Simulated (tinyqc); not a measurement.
A ladder of methods, and size consistency: correlation methods against full CI in the sto-3g basis, for BH3, spin multiplicity 1. Computed by the program tinyqc with PySCF. 

Geometry (angstrom):
```
atom        x        y       z
B      0.0000   0.0000  0.0180
H      1.2130   0.0000  0.0000
H     -0.6060   1.0500  0.0000
H     -0.6060  -1.0500  0.0000
```

RHF energy of one = -26.065520 hartree

All electrons correlated; +Q is the Davidson correction (1 - c0^2) E_corr. The last columns treat two copies 100 angstrom apart as one system. FCI is the lowest singlet.

Correlation energies (hartree):
```
method   E_corr of one  share of FCI (%)  E_corr of two at 100 angstrom  two minus twice one (mhartree)
MP2           -0.03786            68.252                       -0.07572                           0.000
CISD          -0.05396            97.283                       -0.10468                           3.246
CISD+Q        -0.05569           100.393                       -0.11080                           0.584
CCSD          -0.05506            99.265                       -0.11013                           0.000
CCSD(T)       -0.05532            99.725                       -0.11064                           0.000
FCI           -0.05547           100.000                              -                               -
```

MP2 recovers 68 %, CISD 97.3 % and CCSD 99.3 % of the FCI value (c0^2 = 0.968 in CISD). MP2 and coupled cluster are size consistent, so their last column vanishes; CISD loses 3.25 mhartree, since a double excitation on each copy is a quadruple of the pair, and the Davidson correction leaves +0.58.
